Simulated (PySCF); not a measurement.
Stepwise substitution at one centre (Al F-OH). Isolated molecules, 0 K electronic values unless said otherwise. One relaxed conformer stands for each flexible species; it need not be the lowest. Strings in code marks are SMILES.

The HOMO–LUMO gap from two functionals at the same geometries (PBE0-D3(BJ)/def2-TZVP), both in PySCF: PBE-D3(BJ)/def2-TZVP and ωB97X-D3(BJ)/def2-TZVP. 

```
species                                                                                     PBE-D3(BJ)/def2-TZVP (eV)  ωB97X-D3(BJ)/def2-TZVP (eV)
------------------------------------------------------------------------------------------  -------------------------  ---------------------------
0 of 3 F replaced by OH (`[Al]([F])([F])[F]`)                                                                    7.24                        14.84
1 of 3 F replaced by OH                                                                                          6.23                        13.45
2 of 3 F replaced by OH (`[OH][Al]([OH])[F]` (H–O–Al–F torsion 180°, F–Al–O–H torsion 0°))                       6.02                        13.17
3 of 3 F replaced by OH (`[Al]([OH])([OH])[OH]`)                                                                 6.00                        13.13
```

Over these rows, drawn at random from the members with no instability flagged (it was tested for open shells, ions and some series alone), PBE minus ωB97X-D3(BJ): mean -7.28 eV, from -7.61 eV to -7.13 eV.
